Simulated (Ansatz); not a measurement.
# BNH4 (SMILES [H]B([H])N): levels of theory compared

Wanted: a comparison of 6 runs (SVWN5/STO-3G, r2SCAN/STO-3G, BCCD(T)/STO-3G, CCSDT/STO-3G, CCSD(T)/STO-3G, UCCSD(T)/STO-3G) of BNH4. 

The results are computed with Ansatz 0.2.0.

55 further runs of the same task are left out: 55 set aside as unsound or not needed.

## 1. The structure to begin with

BNH4 has 6 atoms, charge 0, and is taken as a singlet. SMILES: `[H]B([H])N`. The H2–B1 distance was set to 2.928 Å, away from the relaxed value. At this shape a bond of the SMILES string is far longer than usual.

Bond lengths: B1–N4 1.378 Å, B1–H3 1.171 Å, N4–H5 1.007 Å, N4–H6 1.007 Å. Angles: B1–N4–H5 123.8°, B1–N4–H6 123.7°, H3–B1–N4 119.0°, H5–N4–H6 112.5°.

## 2. A single-point energy at SVWN5/STO-3G (run 1)

job.yaml reads:

```yaml
crystal:
  periodic: [false, false, false]
  atoms:
    - {symbol: B, position_ang: [-1.140258, 0.476428, -0.932015]}
    - {symbol: H, position_ang: [1.330110, 0.674300, 0.627440]}
    - {symbol: H, position_ang: [-1.560808, 1.378098, -1.549775]}
    - {symbol: N, position_ang: [-1.827598, -0.717442, -0.939535]}
    - {symbol: H, position_ang: [-2.681508, -0.869302, -1.450725]}
    - {symbol: H, position_ang: [-1.530988, -1.535682, -0.433705]}
basis:
  gaussian:
    orbitals: STO-3G
magnetization:
  spin_polarized: false
hamiltonian:
  xc: {name: SVWN5}
accuracy: high
```

The run is started by

```console
$ ansatz run job.yaml --threads 1 --pin off --max-ram 2610MiB --events-out events.jsonl --progress --plain --runs-dir runs
```

Log:

```text
Warning: RAYON_NUM_THREADS=1 ignored (pool sized by the plan → 1); use --threads N
Functional definition: SVWN5
  name "SVWN5"
  exchange = slater_x
  correlation = vwn5_c
229 factors; integrals over basis functions are off by at most 1.2e-8 eV
mean field evaluation 1: about -2170.3639 eV, gradient 2.3e1 eV
mean field evaluation 2: about -2156.0642 eV, gradient 4.5e1 eV
mean field evaluation 4: about -2167.9466 eV, gradient 2.3e1 eV
mean field evaluation 8: about -2175.2805 eV, gradient 1.3e-1 eV
mean field -2175.28055559 eV, -79.9400859596 hartree, gradient 6.3e-9 eV, S^2 0.000000; 0 other end points of the search recorded, 0 dependent functions left out
reference -2175.28055759 eV, -79.9400860333 hartree; 8, 8 occupied and 6, 6 virtual orbitals, 229 factors
Total energy: -2175.28055759 eV, -79.9400860333 hartree
```

Wall time 0.58 s (1 thread of Arm Neoverse V1, shared host).

## 3. A single-point energy at r2SCAN/STO-3G (run 2)

in.yaml reads:

```yaml
crystal:
  periodic: [false, false, false]
  atoms:
    - symbol: B
      position_ang: [-1.140258, 0.476428, -0.932015]
    - symbol: H
      position_ang: [1.330110, 0.674300, 0.627440]
    - symbol: H
      position_ang: [-1.560808, 1.378098, -1.549775]
    - symbol: "N"
      position_ang: [-1.827598, -0.717442, -0.939535]
    - symbol: H
      position_ang: [-2.681508, -0.869302, -1.450725]
    - symbol: H
      position_ang: [-1.530988, -1.535682, -0.433705]
basis:
  gaussian: {orbitals: STO-3G}
total_charge: 0
hamiltonian: {xc: r2scan}
accuracy: high
```

The run is started by

```console
$ ansatz run in.yaml --threads 1 --pin off --max-ram 2610MiB --events-out events.jsonl --progress --plain --runs-dir runs
```

Log:

```text
Warning: RAYON_NUM_THREADS=1 ignored (pool sized by the plan → 1); use --threads N
Functional definition: r2SCAN
  name "r2SCAN"
  parameter k0 = 0.174
  parameter k1 = 0.065
  parameter a1 = 4.9479
  exchange = r2scan_x(k0 = k0, k1 = k1, a1 = a1)
  correlation = r2scan_c
229 factors; integrals over basis functions are off by at most 1.2e-8 eV
mean field evaluation 1: about -2189.3879 eV, gradient 2.0e1 eV
mean field evaluation 2: about -2176.9265 eV, gradient 4.1e1 eV
mean field evaluation 4: about -2190.8691 eV, gradient 2.1e1 eV
mean field evaluation 8: about -2190.8131 eV, gradient 2.1e1 eV
mean field evaluation 16: about -2195.0968 eV, gradient 1.1e-8 eV
mean field -2195.09675602 eV, -80.6683178939 hartree, gradient 1.2e-8 eV, S^2 0.000000; 0 other end points of the search recorded, 0 dependent functions left out
reference -2195.09675648 eV, -80.6683179107 hartree; 8, 8 occupied and 6, 6 virtual orbitals, 229 factors
Total energy: -2195.09675648 eV, -80.6683179107 hartree
```

Wall time 2 s (1 thread of Arm Neoverse V1, shared host); peak memory 0.12 GiB.

Run 3 isn't shown in full; the table further down has it.

## 4. A single-point energy at CCSDT/STO-3G (run 4)

job.yaml reads:

```yaml
crystal:
  periodic: [false, false, false]
  atoms:
    - {symbol: B, position_ang: [-1.140258, 0.476428, -0.932015]}
    - {symbol: H, position_ang: [1.330110, 0.674300, 0.627440]}
    - {symbol: H, position_ang: [-1.560808, 1.378098, -1.549775]}
    - {symbol: "N", position_ang: [-1.827598, -0.717442, -0.939535]}
    - {symbol: H, position_ang: [-2.681508, -0.869302, -1.450725]}
    - {symbol: H, position_ang: [-1.530988, -1.535682, -0.433705]}
basis:
  gaussian: {orbitals: STO-3G}
correlation: {method: ccsdt, frozen_orbitals: {B: 1, H: 0, "N": 1}}
accuracy: high
scf: {omitted_lower_state_checks: [cluster_reference, increment]}
```

The run is started by

```console
$ ansatz run job.yaml --threads 1 --pin off --max-ram 2610MiB --events-out events.jsonl --progress --plain --runs-dir runs
```

Log:

```text
Warning: RAYON_NUM_THREADS=1 ignored (pool sized by the plan → 1); use --threads N
[... 12 lines left out ...]
2 core orbitals not correlated: weight in the atoms' cores, before any rotation towards them, 1.000 or more for the frozen orbitals, at most 0.000 for the correlated occupied ones
[... 33 lines left out ...]
WARN: these amplitudes may be one of several solutions (largest doubles amplitude 0.76, level shift 11.17 eV)
Total energy: -2187.24519402 eV, -80.3797783121 hartree
Checks for a lower state left out: cluster_reference, increment
```

Run time: 0.24 s. Hardware: 1 thread of Arm Neoverse V1, shared host.

Run 5 isn't shown in full; the table further down has it.

## 5. A single-point energy at UCCSD(T)/STO-3G (run 6)

molecule.yaml reads:

```yaml
basis:
  gaussian: {orbitals: STO-3G}
crystal:
  periodic: [false, false, false]
  atoms:
    - symbol: B
      position_ang: [-1.140258, 0.476428, -0.932015]
    - symbol: H
      position_ang: [1.330110, 0.674300, 0.627440]
    - symbol: H
      position_ang: [-1.560808, 1.378098, -1.549775]
    - symbol: N
      position_ang: [-1.827598, -0.717442, -0.939535]
    - symbol: H
      position_ang: [-2.681508, -0.869302, -1.450725]
    - symbol: H
      position_ang: [-1.530988, -1.535682, -0.433705]
magnetization: {spin_polarized: true}
correlation: {method: ccsd_t, frozen_orbitals: {B: 1, H: 0, "N": 1}}
accuracy: high
scf: {omitted_lower_state_checks: [cluster_reference, increment]}
```

The run is started by

```console
$ ansatz run molecule.yaml --threads 1 --pin off --max-ram 2610MiB --events-out events.jsonl --progress --plain --runs-dir runs
```

Log:

```text
Warning: RAYON_NUM_THREADS=1 ignored (pool sized by the plan → 1); use --threads N
[... 13 lines left out ...]
2 core orbitals not correlated: weight in the atoms' cores, before any rotation towards them, 1.000 or more for the frozen orbitals, at most 0.000 for the correlated occupied ones
[... 33 lines left out ...]
Total energy: -2187.15590506 eV, -80.3764970035 hartree
Checks for a lower state left out: cluster_reference, increment
```

Run time: 0.2 s. Hardware: 1 thread of Arm Neoverse V1, shared host.

## 6. All runs side by side

```csv
run,level,frozen core orbitals,energy (Eh),wall time
1,SVWN5/STO-3G,–,-79.940086,0.58 s
2,r2SCAN/STO-3G,–,-80.668318,2 s
3,BCCD(T)/STO-3G,2,-80.379899,0.16 s
4,CCSDT/STO-3G,2,-80.379778,0.24 s
5,CCSD(T)/STO-3G,2,-80.380458,0.12 s
6,UCCSD(T)/STO-3G,2,-80.376497,0.2 s
```

## 7. Summary of results

```
                                          quantity         value
                               run 6: total energy  -80.37650 Eh
run 6: correlation energy (2 core orbitals frozen)    -105.6 mEh
                             run 6: (T) correction     -2.72 mEh
          run 6: ⟨S²⟩ of the reference determinant         0.989
                              run 6: T1 diagnostic         0.025
```

Totals of different functionals can't be ranked against each other. In run 5 the T1 diagnostic is large, so a single reference may not serve. In runs 3, 4, 5 the log says that unrestricted orbitals would lower the reference, so the values rest on an unstable closed-shell determinant (other closed-shell runs at this shape may share the fault). In runs 1, 2, 3, 4, 5, 6 the basis is minimal, so the values are rough. Spin contamination of the reference: run 6 ⟨S²⟩ = 0.99. Where it is this large, the reference is a mixture of spin states, and values that rest on it are in doubt. All runs together took 3.3 s, the longest 2 s.
